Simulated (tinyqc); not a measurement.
Harmonic frequencies on the RHF/sto-3g surface (energies and gradients from PySCF), for LiH, spin multiplicity 1, step by step. Computed by tinyqc, a small Python program that keeps every step (integrals from PySCF). Settings: charge = 0, multiplicity = 1, basis = sto-3g, delta = 0.01. Command: `OMP_NUM_THREADS=1 python tinyqc.py 22544 22545 out.jsonl` (the two numbers bound the seeds that draw the settings). One thread of a shared host (Intel(R) Xeon(R) Processor @ 2.60GHz), about 1 s of CPU time with the checks.

## One row of the Hessian: 1Liz

optimised positions (bohr):
```
           x        y        z
1Li  0.00000  0.00000  0.17687
2H   0.00000  0.00000  3.03188
```

gradient at +delta (hartree/bohr):
```
             x          y           z
1Li  0.0000000  0.0000000   0.0011724
2H   0.0000000  0.0000000  -0.0011724
```

gradient at -delta (hartree/bohr):
```
             x          y           z
1Li  0.0000000  0.0000000  -0.0011520
2H   0.0000000  0.0000000   0.0011520
```

Displace 1Liz by +/-0.01 bohr; H(k, :) = (g(+) - g(-)) / (2 delta).

row of the Hessian (hartree/bohr^2): 1Lix 0.0000000, 1Liy 0.0000000, 1Liz 0.1162171, 2Hx 0.0000000, 2Hy 0.0000000, 2Hz -0.1162171

## Hessian by finite differences

All rows are made in the same way, and the matrix is symmetrised.

Hessian (symmetrised) (hartree/bohr^2), lower triangle:
```
            1Lix        1Liy        1Liz        2Hx        2Hy        2Hz
1Lix   0.0000003
1Liy   0.0000000   0.0000003
1Liz   0.0000000   0.0000000   0.1162171
2Hx   -0.0000003   0.0000000   0.0000000  0.0000003
2Hy    0.0000000  -0.0000003   0.0000000  0.0000000  0.0000003
2Hz    0.0000000   0.0000000  -0.1162171  0.0000000  0.0000000  0.1162171
```

## Normal modes

masses (u): 1Li 7.01600, 2H 2.01410

Diagonalise H_ij / sqrt(m_i m_j); the 5 smallest eigenvalues belong to translations and rotations; wavenumber = sqrt(eigenvalue / 1822.888) x 219474.63; each mode has its largest component positive (the first on a tie); zero-point energy = sum of wavenumbers / 2, with 349.755 1/cm per kcal/mol. A mass of 2.014 u marks deuterium.

eigenvalues of the mass-weighted Hessian (hartree/(bohr^2 u)): 0.00000  0.00000  0.00000  0.00000  0.00000  0.07427

harmonic wavenumbers of the vibrations (1/cm): 1400.9

mass-weighted modes:
```
        mode 1
1Lix   0.00000
1Liy   0.00000
1Liz  -0.47227
2Hx    0.00000
2Hy    0.00000
2Hz    0.88145
```

zero-point energy = 2.00265 kcal/mol
